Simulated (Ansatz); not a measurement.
Relaxation of BFH2O (5 atoms, charge 0, multiplicity 1), to a largest force component of 0.03 eV/Å in at most 50 steps.

The calculation used RKS PBE0-D4/def2-SVPD (Ansatz).

```xyz
5
Properties=species:S:1:pos:R:3
B -0.803 0.160 0.368
H 1.452 0.289 1.127
F 1.704 -0.192 0.378
O -1.069 -0.476 -0.730
H -1.970 -0.628 -1.036
```

Task: Where does it end, and by what steps?

Result: The forces met the threshold. After 13 steps the energy has fallen by 0.366 eV; F3 moved furthest, 0.99 Å.

| step | energy less start (eV) | largest force component (eV/Å) | accepted |
| --- | --- | --- | --- |
| 0 | 0.0000 | 0.375 | yes |
| 1 | 0.0181 | 1.915 | no |
| 2 | -0.0444 | 0.618 | yes |
| 3 | -0.0788 | 0.848 | yes |
| 4 | -0.1556 | 0.314 | yes |
| 5 | -0.1626 | 1.676 | yes |
| 6 | -0.2454 | 1.261 | yes |
| 7 | -0.3193 | 0.778 | yes |
| 8 | -0.3559 | 0.108 | yes |
| 9 | -0.3562 | 0.166 | yes |
| 10 | -0.3643 | 0.070 | yes |
| 11 | -0.3626 | 0.435 | no |
| 12 | -0.3653 | 0.052 | yes |
| 13 | -0.3663 | 0.005 | yes |

```xyz
5
Properties=species:S:1:pos:R:3
B -0.357 -0.221 -0.254
H 1.327 0.053 0.705
F 2.135 0.186 1.184
O -1.440 -0.402 -0.919
H -2.350 -0.463 -0.609
```

Whether the end is a true minimum wasn't checked by a vibrational analysis.

Run time: 26 s on 1 thread of Arm Neoverse V1, on a shared host, peak memory 0.12 GiB.
